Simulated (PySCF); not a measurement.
Species: N₂O.
Atom-mapped SMILES: `[N:1]#[N+:2][O-:3]`

Geometry (PBE0-D3(BJ)/def2-TZVP, Å), atoms numbered from 1 in this order:
```xyz
3
N2O angstrom
N     -0.796    0.395    0.064
N      0.322    0.421    0.053
O      1.496    0.449    0.041
```

Computed at PBE0/pcSseg-2 (PySCF, non-relativistic), with Q(14N) = 0.02044 b, Q(17O) = −0.0256 b: N1, 14N (I = 1): χzz = -0.992 MHz, η = 0.000; N2, 14N (I = 1): χzz = -0.455 MHz, η = 0.000; O3, 17O (I = 5/2): χzz = -12.75 MHz, η = 0.000.

Q: Find the zero-field quadrupole resonance frequencies of 14N at N1.

A: From ν± = (3/4)|χ|(1 ± η/3) and ν0 = |χ|η/2: ν+ 0.744 MHz, ν− 0.744 MHz (nitrogen bonded to N).

Q: Where would the pure quadrupole (NQR) lines of 14N at N2 fall for the rigid, isolated species?

A: From ν± = (3/4)|χ|(1 ± η/3) and ν0 = |χ|η/2: ν+ 0.341 MHz, ν− 0.341 MHz (nitrogen bonded to N and O).

Q: Where would the pure quadrupole (NQR) lines of 17O at O3 fall for the rigid, isolated species?

A: From the eigenvalues of H = χ/[4I(2I − 1)] × [3Iz² − I(I + 1) + η(Ix² − Iy²)], steps between neighbouring levels, labelled as for η = 0: ±1/2↔±3/2 1.913 MHz, ±3/2↔±5/2 3.826 MHz (oxygen bonded to N).

In a crystal, neighbours and librations shift these lines. Isolated species at its PBE0-D3(BJ)/def2-TZVP geometry, gas phase.
